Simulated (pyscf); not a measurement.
HO–SnH₃ + H₂ → SnH₄ + H₂O (four-centre exchange; singlet surface; O–Sn, H–H broken, H–Sn, H–O formed). Optimised with ωB97X-D3(BJ)/def2-SVP in PySCF. Energies in eV from the separated reactants.

```tsv
level	barrier	reaction energy
ωB97X-D3(BJ)/def2-TZVP	[?]	-0.01
PBE/def2-TZVP	1.26	-0.04
r²SCAN/def2-TZVP	1.36	0.00
M06-2X/def2-TZVP	1.56	+0.16
ωB97M-D3(BJ)/def2-TZVP	[?]	[?]
HF/def2-TZVP	2.05	-0.17
```

Q: Complete the blanks.

A: 
- ωB97X-D3(BJ)/def2-TZVP, barrier: 1.50
- ωB97M-D3(BJ)/def2-TZVP, barrier: 1.48
- ωB97M-D3(BJ)/def2-TZVP, reaction energy: -0.09

The functionals in the table span 0.30 eV in this barrier, from PBE to M06-2X. At the saddle there is also a short H–Sn contact that neither side keeps. This is the saddle that the search found; another between the same sides may lie lower. Elements past Kr carry the def2 core potentials, without spin-orbit coupling.
